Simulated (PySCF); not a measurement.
One molecule, many functionals

Compound: 2-methylpentane, C6H14.
Z-matrix (Å and degrees, PBE0-D3(BJ)/def2-SVP geometry), rows numbered from 1:
```
C 
C   1  1.5208
C   2  1.5231  1  113.03
C   3  1.5302  2  115.56  1  -175.75
C   4  1.5247  3  110.56  2   174.26
C   4  1.5253  3  112.54  2   -61.37
H   1  1.1020  2  111.20  3   -59.68
H   1  1.1006  2  111.74  3  -179.86
H   1  1.1020  2  111.31  3    59.82
H   2  1.1049  1  109.63  3  -121.92
H   2  1.1029  1  109.21  3   122.65
H   3  1.1069  2  109.32  1    61.09
H   3  1.1050  2  108.63  1   -53.61
H   4  1.1070  3  107.32  2    57.00
H   5  1.1012  4  111.48  3  -177.36
H   5  1.1013  4  111.51  3   -56.78
H   5  1.1031  4  110.81  3    62.95
H   6  1.1000  4  112.23  3    61.13
H   6  1.1012  4  111.09  3  -178.60
H   6  1.1034  4  110.74  3   -59.23
```

Linear-response calculations in the def2-SVPD basis (PySCF; singlets by full response, triplets Tamm–Dancoff, core orbitals frozen in the response; HF means time-dependent Hartree–Fock). 'Strongest' is the level of largest summed f among the singlets computed (10 roots, of which the last may lack a degenerate partner); it can jump between rows when another state enters that window. S1 is the lowest singlet of each run and needn't be the same state throughout; f(S1) is that of one state. Isolated species at its PBE0-D3(BJ)/def2-SVP geometry (one conformer only).

```json
{"functional": "PBE0", "kind": "global hybrid, 25% exact exchange", "S1 (eV)": "8.43", "f(S1)": "0.023", "strongest (eV)": "9.09", "T1 (eV)": "8.22", "HOMO (eV)": "-8.75", "gap (eV)": "9.55", "ionisation energy, ΔSCF (eV)": "10.57"}
{"functional": "wB97X-D", "kind": "range-separated hybrid", "S1 (eV)": "8.98", "f(S1)": "0.015", "strongest (eV)": "9.65", "T1 (eV)": "8.85", "HOMO (eV)": "-10.64", "gap (eV)": "13.09", "ionisation energy, ΔSCF (eV)": "10.78"}
{"functional": "LC-wPBE", "kind": "range-separated hybrid", "S1 (eV)": "9.42", "f(S1)": "0.010", "strongest (eV)": "10.24", "T1 (eV)": "9.00", "HOMO (eV)": "-11.50", "gap (eV)": "14.05", "ionisation energy, ΔSCF (eV)": "11.09"}
```

**Question.** What does CAM-B3LYP (range-separated hybrid) give?

**Answer.** S1 (eV) 8.72, f(S1) 0.020, strongest (eV) 9.54, T1 (eV) 8.48, HOMO (eV) -10.17, gap (eV) 11.61, ionisation energy, ΔSCF (eV) 10.86. S1 runs from 8.43 eV (PBE0) to 9.42 eV (LC-wPBE), a spread of 0.99 eV, while the orbital gap spreads over 4.5 eV. −ε(HOMO) comes closest to its own ΔSCF ionisation energy with wB97X-D (-0.14 eV) and misses most with PBE0 (-1.81 eV).
